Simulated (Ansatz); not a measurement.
# C3H6F2O: basis-set convergence

Aim: see how fast density functionals converge with the basis set for C3H6F2O.

Computed with Ansatz 0.2.0, Gaussian basis. Level: one geometry, several basis sets.

The runs, in order: PBE0-D4/def2-SVP; ωB97M-V/def2-SVP; PBE0-D4/def2-QZVPP; ωB97M-V/def2-QZVPP; the functionals' def2-TZVPP values are taken from earlier runs.

**1. The relaxed structure**

An earlier PBE0-D4/def2-TZVP relaxation fixed the geometry.

SMILES `FCCOCF`, 12 atoms, charge 0, spin multiplicity 1.

Atoms are counted from 1 here; the program's logs count them from 0.

Bond lengths: F1–C2 1.380 Å, C2–C3 1.498 Å, C2–H7 1.094 Å, C2–H8 1.094 Å, C3–O4 1.414 Å, C3–H9 1.097 Å, C3–H10 1.099 Å, O4–C5 1.363 Å, C5–F6 1.383 Å, C5–H11 1.091 Å, C5–H12 1.098 Å. Angles: F1–C2–C3 110.7°, F1–C2–H7 108.1°, F1–C2–H8 108.2°, C3–C2–H7 110.5°, C3–C2–H8 109.8°, H7–C2–H8 109.5°, C2–C3–O4 109.0°, C2–C3–H9 109.1°, C2–C3–H10 109.8°, O4–C3–H9 110.5°, O4–C3–H10 110.2°, H9–C3–H10 108.3°, C3–O4–C5 114.5°, O4–C5–F6 111.2°, O4–C5–H11 107.6°, O4–C5–H12 112.0°, F6–C5–H11 107.8°, F6–C5–H12 106.3° and more.

**2. PBE0-D4 in def2-SVP**

Input file in.yaml:

```yaml
crystal:
  periodic: [false, false, false]
  atoms:
    - {symbol: F, position_ang: [0.955872, -1.833914, -1.314185]}
    - {symbol: C, position_ang: [0.017848, -1.756801, -0.305485]}
    - {symbol: C, position_ang: [0.086461, -0.427371, 0.382216]}
    - {symbol: O, position_ang: [-0.402988, 0.569507, -0.492412]}
    - {symbol: C, position_ang: [-0.119667, 1.846482, -0.108679]}
    - {symbol: F, position_ang: [-0.834035, 2.198885, 1.022203]}
    - {symbol: H, position_ang: [-0.970383, -1.907663, -0.748940]}
    - {symbol: H, position_ang: [0.222068, -2.556521, 0.412984]}
    - {symbol: H, position_ang: [-0.517635, -0.465237, 1.296531]}
    - {symbol: H, position_ang: [1.125152, -0.207038, 0.663804]}
    - {symbol: H, position_ang: [-0.427132, 2.509696, -0.918425]}
    - {symbol: H, position_ang: [0.941439, 1.974875, 0.144588]}
basis:
  gaussian: {orbitals: def2-SVP}
hamiltonian: {xc: pbe0, dispersion: d4}
output: {orbitals: {seedname: orbitals}}
```

Command:

```
ansatz run in.yaml --threads 4 --pin off --events-out ev --progress --plain --max-ram 10444MiB
```

Further steps of the session: ωB97M-V in def2-SVP; PBE0-D4 in def2-QZVPP; ωB97M-V in def2-QZVPP.

**Question.** What will the summary of the whole plan be? Wanted: PBE0-D4: double and triple zeta above quadruple; ωB97M-V: double and triple zeta above quadruple.

As calculated:

| quantity | value |
| --- | --- |
| PBE0-D4: double and triple zeta above quadruple | 13.31, 0.58 eV |
| ωB97M-V: double and triple zeta above quadruple | 13.68, 0.56 eV |

PBE0-D4 gains 12.73 eV from double to triple zeta, then 0.58 eV more. Total energies overstate the basis error of differences, where much of it tends to cancel. The LUMO of ωB97M-V is positive and keeps falling with the basis (3.66 to 1.99 eV): an unbound level that the basis holds in place.
